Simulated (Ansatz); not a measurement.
Basis-set extrapolation for C3H7+, SMILES `C[CH+]C` (PBE0-D4/def2-TZVP geometry, frozen core, the Gaussian-basis code of Ansatz). Multiplicity 1, RHF reference.

```
                      def2-TZVPP   def2-QZVPP
                 HF  -117.428131  -117.433960
    MP2 correlation    -0.487132    -0.518152
CCSD(T) correlation    -0.547845      not run
```

Energies in hartree. Use E(X) = E(∞) + A·exp(−7.88·√X) for Hartree–Fock and E(X) = E(∞) + B·X^(−2.97) for correlation, with X = 3 and 4, and add CCSD(T) minus MP2 of the smaller set to the MP2 limit.

Q: What is the CCSD(T) energy at the basis-set limit?

A: HF limit: -117.433960 + (-0.005829) × 0.13774 = -117.43476. MP2 limit: -0.518152 + (-0.031020) × 0.74074 = -0.54113. Higher-order term: -0.547845 − (-0.487132) = -0.06071. Total: -118.03660 hartree, 159.2 kJ/mol below CCSD(T)/def2-TZVPP.
